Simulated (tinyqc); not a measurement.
Inside a calculation. Method: coupled-perturbed Hartree-Fock on RHF in the sto-6g basis, for LiH, spin multiplicity 1. One step of it, computed by the program tinyqc.

Problem. Response to a field: uncoupled start. Field along z; U_ai = -mu_ai / (e_a - e_i), alpha = -4 sum U_ai mu_ai.

orbital energies (hartree): MO1 -2.399982, MO2 -0.252376, MO3 0.073493, MO4 0.160637, MO5 0.160637, MO6 0.438615

dipole integrals <a|z|i> (bohr):
```
,i1,i2
a3,-0.131511,-0.626542
a4,0.000000,0.000000
a5,0.000000,0.000000
a6,-0.134910,0.996066
```

Give: uncoupled U; uncoupled polarisability.

Solution.

uncoupled U:
```
,i1,i2
a3,0.053,1.923
a4,0.000,0.000
a5,0.000,0.000
a6,0.048,-1.442
```

uncoupled polarisability = 10.616 bohr^3
